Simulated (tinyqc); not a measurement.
Inside a calculation. Method: coupled-perturbed Hartree-Fock on RHF in the sto-3g basis, for H2O, spin multiplicity 1. One step of it, computed by the program tinyqc.

Question. Coupled step 1. U_ai = -(mu_ai + sum_bj [4 (ai|bj) - (ab|ij) - (aj|bi)] U_bj) / (e_a - e_i); alpha = -4 sum U_ai mu_ai.

uncoupled U:
```
           i1        i2         i3        i4        i5
a6  -0.002160  0.076288  -0.058776  0.470148  0.000000
a7  -0.000237  0.011610   0.485394  0.035448  0.000000
```

dipole integrals <a|z|i> (bohr):
```
          i1         i2         i3         i4        i5
a6  0.045116  -0.147780   0.074172  -0.525981  0.000000
a7  0.004985  -0.023795  -0.667123  -0.043645  0.000000
```

orbital energies (hartree): MO1 -20.248193, MO2 -1.293402, MO3 -0.618189, MO4 -0.475011, MO5 -0.398691, MO6 0.643746, MO7 0.756208

Two-electron integrals over orbitals (pq|rs), unique and non-zero (hartree):
```
(11|11) 4.744147    (21|11) -0.413142   (21|21) 0.057401    (22|11) 1.002190
(22|21) -0.012103   (22|22) 0.734731    (31|11) 0.006362    (31|21) -0.000705
(31|22) 0.000773    (31|31) 0.011496    (32|11) -0.001940   (32|21) 0.000401
(32|22) 0.003662    (32|31) 0.018305    (32|32) 0.145876    (33|11) 0.815645
(33|21) -0.004387   (33|22) 0.655900    (33|31) -0.000285   (33|32) -0.001683
(33|33) 0.644758    (41|11) 0.195717    (41|21) -0.023568   (41|22) 0.017531
(41|31) 0.000519    (41|32) 0.000026    (41|33) 0.006960    (41|41) 0.028657
(42|11) -0.129246   (42|21) 0.009796    (42|22) 0.010995    (42|31) -0.000033
(42|32) 0.000183    (42|33) 0.006599    (42|41) 0.017621    (42|42) 0.120363
(43|11) 0.006798    (43|21) -0.000312   (43|22) 0.001972    (43|31) -0.004165
(43|32) 0.015945    (43|33) 0.001247    (43|41) -0.000372   (43|42) -0.002964
(43|43) 0.047412    (44|11) 1.000717    (44|21) -0.014177   (44|22) 0.671531
(44|31) 6.33e-07    (44|32) -0.002177   (44|33) 0.605610    (44|41) -0.011354
(44|42) -0.103918   (44|43) 0.003939    (44|44) 0.787691    (51|51) 0.026057
(52|51) 0.032214    (52|52) 0.142721    (53|51) -0.000488   (53|52) -0.001602
(53|53) 0.029729    (54|51) -0.014389   (54|52) -0.049496   (54|53) 0.001041
(54|54) 0.058347    (55|11) 1.115333    (55|21) -0.011569   (55|22) 0.746317
(55|31) 0.000176    (55|32) -0.000923   (55|33) 0.638053    (55|41) 0.005468
(55|42) -0.069114   (55|43) 0.003794    (55|44) 0.730363    (55|55) 0.880159
(61|11) -0.237245   (61|21) 0.035940    (61|22) 0.000752    (61|31) -0.001950
(61|32) -0.002140   (61|33) 0.000565    (61|41) -0.001142   (61|42) 0.020575
(61|43) 0.000095    (61|44) -0.020457   (61|55) -0.006118   (61|61) 0.032555
(62|11) 0.312819    (62|21) -0.006246   (62|22) 0.145513    (62|31) -0.001175
(62|32) -0.005030   (62|33) 0.081770    (62|41) 0.018917    (62|42) 0.017794
(62|43) 0.004180    (62|44) 0.086854    (62|55) 0.159773    (62|61) 0.007675
(62|62) 0.103987    (63|11) -0.039994   (63|21) 0.000870    (63|22) -0.016112
(63|31) 0.003682    (63|32) -0.033498   (63|33) -0.010645   (63|41) -0.000108
(63|42) 0.008395    (63|43) -0.025791   (63|44) -0.016189   (63|55) -0.021395
(63|61) 0.000212    (63|62) -0.012136   (63|63) 0.065588    (64|11) 0.216456
(64|21) -0.002349   (64|22) 0.089387    (64|31) 0.001102    (64|32) 0.008497
(64|33) 0.043820    (64|41) 0.001120    (64|42) -0.037128   (64|43) 0.002094
(64|44) 0.122845    (64|55) 0.113841    (64|61) -0.001406   (64|62) 0.057701
(64|63) -0.014020   (64|64) 0.069624    (65|51) 0.015652    (65|52) 0.058446
(65|53) -0.003208   (65|54) -0.002889   (65|65) 0.038932    (66|11) 0.823309
(66|21) -0.006918   (66|22) 0.626737    (66|31) -0.001610   (66|32) -0.019806
(66|33) 0.580252    (66|41) 0.021631    (66|42) 0.057246    (66|43) -0.009812
(66|44) 0.556130    (66|55) 0.598078    (66|61) 0.009144    (66|62) 0.101246
(66|63) 0.007191    (66|64) 0.041609    (66|66) 0.611155    (71|11) -0.028875
(71|21) 0.004509    (71|22) 0.000498    (71|31) 0.015322    (71|32) 0.022795
(71|33) -0.000533   (71|41) -0.000461   (71|42) 0.001989    (71|43) -0.005808
(71|44) -0.002208   (71|55) -0.000724   (71|61) 0.001583    (71|62) -0.001161
(71|63) 0.004469    (71|64) 0.001261    (71|66) -0.001616   (71|71) 0.021062
(72|11) 0.039678    (72|21) -0.000732   (72|22) 0.017920    (72|31) 0.013497
(72|32) 0.034927    (72|33) 0.008380    (72|41) 0.001899    (72|42) -0.000161
(72|43) -0.036641   (72|44) 0.012603    (72|55) 0.019892    (72|61) -0.001211
(72|62) 0.005820    (72|63) 0.035235    (72|64) 0.008373    (72|66) 0.014287
(72|71) 0.017128    (72|72) 0.060931    (73|11) 0.355040    (73|21) -0.007651
(73|22) 0.126651    (73|31) 0.000201    (73|32) -0.006125   (73|33) 0.089481
(73|41) -0.001059   (73|42) -0.079817   (73|43) 0.000539    (73|44) 0.156802
(73|55) 0.183938    (73|61) -0.007459   (73|62) 0.075434    (73|63) -0.010057
(73|64) 0.077559    (73|66) 0.038374    (73|71) -0.000686   (73|72) 0.013341
(73|73) 0.152440    (74|11) 0.017139    (74|21) -0.000222   (74|22) 0.005336
(74|31) -0.010329   (74|32) -0.079707   (74|33) 0.005053    (74|41) 0.000329
(74|42) -0.001470   (74|43) 0.004770    (74|44) 0.010148    (74|55) 0.008642
(74|61) 0.001521    (74|62) 0.007431    (74|63) 0.039765    (74|64) -0.002450
(74|66) 0.016306    (74|71) -0.013540   (74|72) -0.014262   (74|73) 0.011152
(74|74) 0.071102    (75|51) 0.001899    (75|52) 0.007146    (75|53) 0.023210
(75|54) -0.000927   (75|65) 0.001823    (75|75) 0.023732    (76|11) -0.002017
(76|21) 0.000258    (76|22) 0.003111    (76|31) 0.009005    (76|32) 0.094684
(76|33) -0.004540   (76|41) 0.001874    (76|42) 0.006527    (76|43) 0.043318
(76|44) -0.006606   (76|55) -0.001643   (76|61) 0.000269    (76|62) 0.004400
(76|63) -0.055482   (76|64) 0.007986    (76|66) -0.019336   (76|71) 0.011479
(76|72) -0.013322   (76|73) -0.011112   (76|74) -0.056198   (76|76) 0.107209
(77|11) 0.861362    (77|21) -0.008976   (77|22) 0.626866    (77|31) 0.002318
(77|32) 0.022051    (77|33) 0.616454    (77|41) 0.004791    (77|42) -0.008515
(77|43) 0.010179    (77|44) 0.607133    (77|55) 0.622766    (77|61) -0.004861
(77|62) 0.068860    (77|63) -0.022107   (77|64) 0.039618    (77|66) 0.568706
(77|71) 0.002182    (77|72) 0.006021    (77|73) 0.081679    (77|74) -0.010265
(77|76) 0.018973    (77|77) 0.625347
```

Give: U after step 1; polarisability.

Answer.

U after step 1:
```
         i1      i2       i3      i4      i5
a6  -0.0008  0.0167  -0.0546  0.5077  0.0000
a7  -0.0001  0.0046   0.4524  0.0391  0.0000
```

polarisability = 2.3089 bohr^3
